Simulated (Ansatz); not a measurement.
## Ansatz (development build ahead of 0.2.0) run

```yaml
crystal:
  periodic: [false, false, false]
  atoms:
    - { symbol: P, position_ang: [0.0, 0.0, 0.0] }
    - { symbol: H, position_ang: [1.81017, 0.0, 1.51891] }
    - { symbol: H, position_ang: [-1.81017, 0.0, 1.51891] }
basis:
  gaussian: { orbitals: "6-31G" }
magnetization:
  initial_magnetization: 3
hamiltonian:
  xc: hf
correlation:
  method: fci
  frozen_orbitals: { H: 0, P: 5 }
```

The input is written out in the form of the current development build from the run's settings.

The run gave:

- Converged: yes
- Total energy: -341.70589 hartree
- State: lowest quartet root, of any spatial symmetry
